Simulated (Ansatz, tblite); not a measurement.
# The cluster Ge₂O+: rung by rung

How do method and basis change the picture of the cluster Ge₂O+ (doublet)?

The runs use Ansatz 0.2.0, Gaussian basis; as each input shows.

Plan: GFN1-xTB, GFN2-xTB, PBE-D4/def2-TZVP, r2SCAN-D4/def2-TZVP, r2SCAN0-D4/def2-TZVP, PBE-QIDH/def2-TZVP, BHLYP-D4/def2-TZVP, LDA/def2-TZVP, ωB97X-V/def2-TZVP, PBE-D4/def2-SVP, PBE0-D4/def2-SVP, HF/STO-3G, HF/6-31G, B3LYP-D4/6-31G, CCSD(T)/def2-TZVPP, MP2/def2-TZVP, RPA/def2-TZVP.

### 1 The structure

The geometry is that of the doublet, from an earlier relaxation (PBE0-D4/def2-TZVP). At that level it is the lowest of the isomers that a small search found.

3 atoms, charge 1, spin multiplicity 2.

Bond lengths: Ge1–O3 1.756 Å, Ge2–O3 1.756 Å. Angles: Ge1–O3–Ge2 180.0°.

Geometry (Å):

```
Ge    0.1006   -0.8953    1.5078
Ge   -0.1009    0.8951   -1.5078
O     0.0003    0.0002    0.0000
```

The ion is computed in the gas phase, without counter-ions or solvent.

PBE0-D4/def2-TZVP was run before; its log isn't repeated, and its numbers join the tables.

### 2 GFN1-xTB

Tight binding, by tblite at 300 K electronic temperature and without a spin-polarisation term:

```python
tblite.interface.Calculator('GFN1-xTB', numbers, positions, charge=1, uhf=1).singlepoint()
```

Energy -205.3561 eV; 0.002 s.

### 3 GFN2-xTB

Tight binding, by tblite at 300 K electronic temperature and without a spin-polarisation term:

```python
tblite.interface.Calculator('GFN2-xTB', numbers, positions, charge=1, uhf=1).singlepoint()
```

Energy -205.3448 eV; 0.002 s.

### 4 PBE-D4/def2-TZVP

start.molden holds the orbitals of an earlier run on this state, given as this run's starting guess.

File in.yaml:

```yaml
crystal:
  periodic: [false, false, false]
  atoms:
    - {symbol: Ge, position_ang: [0.100567, -0.895301, 1.507751]}
    - {symbol: Ge, position_ang: [-0.100851, 0.895130, -1.507760]}
    - {symbol: O, position_ang: [0.000285, 0.000172, 0.000009]}
basis:
  gaussian: {orbitals: def2-TZVP, initial_orbitals: start.molden}
total_charge: 1
magnetization: {spin_polarized: true, initial_magnetization: 1}
hamiltonian: {xc: pbe, dispersion: d4}
scf: {omitted_lower_state_checks: [starts]}
output: {orbitals: {seedname: orbitals}}
```

Command:

```bash
> ansatz run in.yaml --threads 4 --pin off --events-out ev --progress --plain --max-ram 3916MiB
```

The runs that follow: r2SCAN-D4/def2-TZVP; r2SCAN0-D4/def2-TZVP; PBE-QIDH/def2-TZVP; BHLYP-D4/def2-TZVP; LDA/def2-TZVP; ωB97X-V/def2-TZVP; PBE-D4/def2-SVP; PBE0-D4/def2-SVP; HF/STO-3G; HF/6-31G; B3LYP-D4/6-31G; CCSD(T)/def2-TZVPP; MP2/def2-TZVP; RPA/def2-TZVP.

**Question.** What will the summary of the whole plan be? Wanted: gap in def2-TZVP, named functionals, smallest and largest; correlation energy, CCSD(T)/def2-TZVPP; correlation energy, MP2/def2-TZVP; ⟨S²⟩ in def2-TZVP, named functionals, smallest and largest; PBE0 total energy, smallest basis above largest.

As calculated:

| quantity | value |
| --- | --- |
| gap in def2-TZVP, named functionals, smallest and largest | 0.00 eV (LDA), 5.20 eV (ωB97X-V) |
| correlation energy, CCSD(T)/def2-TZVPP | -18.20 eV |
| correlation energy, MP2/def2-TZVP | -17.36 eV |
| ⟨S²⟩ in def2-TZVP, named functionals, smallest and largest | 0.752, 0.768 |
| PBE0 total energy, smallest basis above largest | 16.72 eV (def2-SVP, def2-TZVP) |

In words: Orbital gaps of the named functionals in def2-TZVP span 0.00 eV (LDA) to 5.20 eV (ωB97X-V); exact exchange widens it. Over the named functionals in def2-TZVP spin contamination reaches 0.02 (r2SCAN0-D4), which is small.
